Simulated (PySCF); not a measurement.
## AlB: from constants to spectrum

PBE0 constants of AlB, ³Π (triplet), unpaired electrons σ ↑, π ↑, a second solution, started from another occupation (basis Al def2-TZVP, B def2-TZVP; no relativity; PySCF 2.14; masses 26.9815 and 11.0093 u):

- ωe: 489.1 cm⁻¹
- ωexe: 3.43 cm⁻¹
- Be: 0.43514 cm⁻¹
- αe: 0.00451 cm⁻¹

(1) What force constant and bond length do these constants imply?

(2) Estimate the centrifugal constant D from the Kratzer relation and find the Dunham coefficient a1.

## Answers

(1) Reduced mass μred = 7.8189 u; k = 5.8918×10⁻⁷·μred·ωe² (u, cm⁻¹, mdyn/Å) = 1.10 mdyn/Å; Re = √(16.8576/(μred·Be)) (u, cm⁻¹, Å) = 2.226 Å.

(2) D = 4Be³/ωe² = 1.38e-06 cm⁻¹; a1 = −1 − αeωe/(6Be²) = -2.94.
